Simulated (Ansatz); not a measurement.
**O2 (oxygen): the energy, rung by rung**

O2 has 2 atoms, charge 0, and is taken as a triplet. As SMILES, `O=O`. The shape was relaxed beforehand at PBE0/def2-SVP.

| atom | x (Å) | y (Å) | z (Å) |
| --- | --- | --- | --- |
| O | 0.5076 | -0.1642 | 0.2614 |
| O | -0.5076 | 0.1642 | -0.2614 |

Each level gives the adiabatic electron affinity (to the doublet anion, shapes relaxed at PBE0/def2-SVP, no zero-point term) (eV). The values are calculated.

The electron affinity is E(neutral) − E(anion): positive where the electron is bound.

| level | kind | program | value (eV) | less CCSD(T)/def2-TZVPP |
| --- | --- | --- | --- | --- |
| UHF/def2-TZVPP | Hartree–Fock | Ansatz | -1.09 | -1.00 |
| USVWN5/def2-TZVPP | LDA | Ansatz | 0.13 | +0.22 |
| UBLYP/def2-TZVPP | GGA | Ansatz | 0.10 | +0.19 |
| U-r2SCAN/def2-TZVPP | meta-GGA | Ansatz | -0.10 | -0.01 |
| UPBE0-D4/def2-TZVPP | global hybrid | Ansatz | -0.06 | +0.03 |
| UCAM-B3LYP/def2-TZVPP | range-separated hybrid | Ansatz | 0.18 | +0.27 |
| UB2PLYP/def2-TZVPP | double hybrid | Ansatz | 0.01 | +0.10 |
| UCCSD(T)/def2-TZVPP | coupled cluster or CI | Ansatz | -0.09 | 0.00 |

UCCSD(T)/def2-TZVPP is the highest level here, not the true value. The values span -1.09 to 0.18 eV.
